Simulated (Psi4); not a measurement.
# O2F (SMILES [O]OF): UMP2/def2-TZVP (density fitting with cc-pvdz-jkfit, density fitting for correlation, sweep point 2)

Aim: the vertical ionisation energy of O2F at UMP2/def2-TZVP (density fitting with cc-pvdz-jkfit, density fitting for correlation, sweep point 2), from 2 runs. 

The calculation is run with Psi4 1.11.

2 further runs of the same task are left out: 2 set aside as unsound or not needed.

## (1) Starting point

The species is O2F (3 atoms), meant as a doublet with charge 0. SMILES: `[O]OF`. The shape is that of a GFN2-xTB optimisation.

Bond lengths: O1–O2 1.194 Å. A long bond or contact: O2–F3 1.563 Å.

## (2) A single-point energy at UMP2/def2-TZVP (density fitting with cc-pvdz-jkfit, density fitting for correlation, sweep point 2)

The input, calc.inp:

```
memory 1600 MB

molecule {
  0 2
  O      0.949760    -0.292600     0.491570
  O      0.124690     0.486900     0.122000
  F     -1.074440    -0.194290    -0.613560
  units angstrom
  symmetry c1
}

set {
  basis           def2-TZVP
  reference       uhf
  puream          true
  scf_type        df
  num_frozen_docc 3
  df_basis_scf    cc-pvdz-jkfit
  maxiter         150
}

energy_value, wavefunction = energy('mp2', return_wfn=True)
```

Launch:

```bash
$ psi4 calc.inp calc.out -n 1
```

calc.out:

```text
[...]
  Running in c1 symmetry.
[...]
  Nuclear repulsion =   69.253937683562086
[...]
  Multiplicity = 2
[...]
  Nalpha       = 13
  Nbeta        = 12
[...]
    Number of basis functions: 93
[...]
   @DF-UHF iter   1:  -248.85599179641468   -7.34560e-01   6.11850e-03 DIIS/ADIIS
[...]
   @DF-UHF iter  23:  -249.00301293877340   -7.95808e-13   9.94582e-09 DIIS
[...]
   @S^2 Observed:                7.667588169E-01
[...]
    Orbital Energies [Eh]
    ---------------------
    Alpha Occupied:
       1A    -26.331490     2A    -20.850674     3A    -20.775558
       4A     -1.771698     5A     -1.564360     6A     -1.194903
       7A     -0.902129     8A     -0.825506     9A     -0.799556
      10A     -0.675699    11A     -0.650869    12A     -0.575472
      13A     -0.551185
    Alpha Virtual:
      14A      0.056867    15A      0.341450    16A      0.456622
      17A      0.492577    18A      0.527172    19A      0.574494
      20A      0.610560    21A      0.611038    22A      0.628140
      23A      0.757892    24A      0.761252    25A      0.808444
[...]
  @DF-UHF Final Energy:  -249.00301293877340
   => Energetics <=
    Nuclear Repulsion Energy =             69.2539376835620857
    One-Electron Energy =                -482.6810608100348645
    Two-Electron Energy =                 164.4241101876993980
    Total Energy =                       -249.0030129387733950
  UHF NO Occupations:
  HONO-2 :   11  A 1.9974979
  HONO-1 :   12  A 1.9962516
[...]
 Multipole Moments:
 ------------------------------------------------------------------------------------
     Multipole            Electronic (a.u.)      Nuclear  (a.u.)        Total (a.u.)
 ------------------------------------------------------------------------------------
 L = 1.  Multiply by 2.5417464519 to convert [e a0] to [Debye]
 Dipole X            :         -0.4806148            1.1049693            0.6243545
 Dipole Y            :          0.0031847            0.1743288            0.1775135
 Dipole Z            :         -0.0000000            0.0000000           -0.0000000
 Magnitude           :                                                    0.6490991
[...]
```

Run time: 4.8 s. Hardware: 1 thread of AMD EPYC 7R43 (Zen 3), shared host; peak memory 0.2 GiB.

## (3) The singlet cation

The input, calc.inp:

```
memory 1.6 GB

molecule {
  1 1
  O      0.949760    -0.292600     0.491570
  O      0.124690     0.486900     0.122000
  F     -1.074440    -0.194290    -0.613560
  symmetry c1
}

set basis def2-TZVP
set puream true
set scf_type df
set num_frozen_docc 3
set df_basis_scf cc-pvdz-jkfit

result, w = energy("mp2", return_wfn=True)
print_variables()
```

Launch:

```bash
$ psi4 -i calc.inp -o calc.out -n 1
```

calc.out:

```text
[...]
  Running in c1 symmetry.
[...]
  Nuclear repulsion =   69.253937683562086
[...]
  Multiplicity = 1
[...]
  Nalpha       = 12
  Nbeta        = 12
[...]
    Number of basis functions: 93
[...]
   @DF-RHF iter   1:  -248.16573410656721   -4.43028e-02   8.74741e-03 DIIS/ADIIS
[...]
   @DF-RHF iter  17:  -248.51416002965692   -3.49587e-12   4.76208e-09 DIIS
[...]
    Orbital Energies [Eh]
    ---------------------
    Doubly Occupied:
       1A    -26.761545     2A    -21.275192     3A    -21.218694
       4A     -2.141215     5A     -1.937256     6A     -1.526889
       7A     -1.197445     8A     -1.193974     9A     -1.129976
      10A     -1.040914    11A     -1.024497    12A     -0.916437
[...]
  @DF-RHF Final Energy:  -248.51416002965692
   => Energetics <=
    Nuclear Repulsion Energy =             69.2539376835620857
    One-Electron Energy =                -472.8081229578359626
    Two-Electron Energy =                 155.0400252446169702
    Total Energy =                       -248.5141600296569209
[...]
 Multipole Moments:
 ------------------------------------------------------------------------------------
     Multipole            Electronic (a.u.)      Nuclear  (a.u.)        Total (a.u.)
 ------------------------------------------------------------------------------------
 L = 1.  Multiply by 2.5417464519 to convert [e a0] to [Debye]
 Dipole X            :         -0.4044957            1.1049693            0.7004736
 Dipole Y            :         -0.1220606            0.1743288            0.0522682
 Dipole Z            :         -0.0000000            0.0000000           -0.0000000
 Magnitude           :                                                    0.7024210
[...]
```

Run time: 3.9 s. Hardware: 1 thread of AMD EPYC 7R43 (Zen 3), shared host; peak memory 0.2 GiB.

## (4) Results

Level: UMP2/def2-TZVP (density fitting with cc-pvdz-jkfit, density fitting for correlation, sweep point 2), 3 core orbitals frozen.

| quantity | value |
| --- | --- |
| doublet O2F: total energy | -249.72477 Eh |
| doublet O2F: HOMO energy (Hartree–Fock orbitals) (highest over α and β) | -14.07 eV |
| doublet O2F: LUMO energy (Hartree–Fock orbitals) (lowest over α and β) | 1.55 eV |
| doublet O2F: correlation energy (3 core orbitals frozen) | -721.8 mEh |
| doublet O2F: ⟨S²⟩ of the reference determinant | 0.767 |
| singlet cation: total energy | -249.26614 Eh |
| singlet cation: HOMO energy (Hartree–Fock orbitals) | -24.94 eV |
| singlet cation: LUMO energy (Hartree–Fock orbitals) | -10.46 eV |
| singlet cation: HOMO–LUMO gap (Hartree–Fock orbitals) | 14.48 eV |
| singlet cation: correlation energy (3 core orbitals frozen) | -752.0 mEh |
| vertical ionisation energy (to the singlet cation) | 12.480 eV |

What this shows: The vertical ionisation energy comes to 12.48 eV (1204 kJ/mol). Only the singlet of the ionised species was computed; a triplet could lie lower.
